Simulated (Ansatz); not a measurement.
# AlC₂ (sextet): wave-function methods side by side, def2-QZVPP

The task here is to estimate one member of a computed series from the others.

Method: def2-QZVPP, core rule «outside noble gas», up to 7 orbitals frozen; program: Ansatz 0.2.0, Gaussian basis.

Plan: UHF; ROHF; CCSD(T) on UHF.

### What is computed

The geometry is a PBE0/def2-TZVP stationary point (not a proven minimum) of the parent state, kept for this charge and spin.

3 atoms, charge 0, spin multiplicity 6.

Atoms are counted from 1 here; the program's logs count them from 0.

Bond lengths: C1–Al2 1.931 Å, Al2–C3 1.931 Å. Angles: C1–Al2–C3 180.0°.

The first run:

in.yaml

```yaml
crystal:
  periodic: [false, false, false]
  atoms:
    - {symbol: C, position_ang: [0.000000, 0.000000, 1.931400]}
    - {symbol: Al, position_ang: [0.000000, 0.000000, 0.000000]}
    - {symbol: C, position_ang: [0.000000, 0.000000, -1.931400]}
basis:
  gaussian: {orbitals: "def2-QZVPP.json"}
magnetization: {spin_polarized: true, initial_magnetization: 5}
hamiltonian: {xc: hf}
output: {orbitals: {seedname: orbitals}}
```

Launch:

```console
> ansatz run in.yaml --threads 1 --pin off --events-out ev --progress --plain --max-ram 2393MiB
```

Among the steps run: UHF; ROHF; CCSD(T) on UHF.

One table of the session follows, with a row left open; its other results are not shown here.

| method | from UCCSD(T) (meV) |
| --- | --- |
| ROHF | ? |
| UHF | +8252.5 |
| UMP2 | +1621.1 |
| UCCSD | +477.4 |
| UCCSD(T) | 0 |

Estimate the missing values for ROHF.

The run gave: from UCCSD(T) (meV): +8730.1. In the column «from UCCSD(T) (meV)» it is the highest.
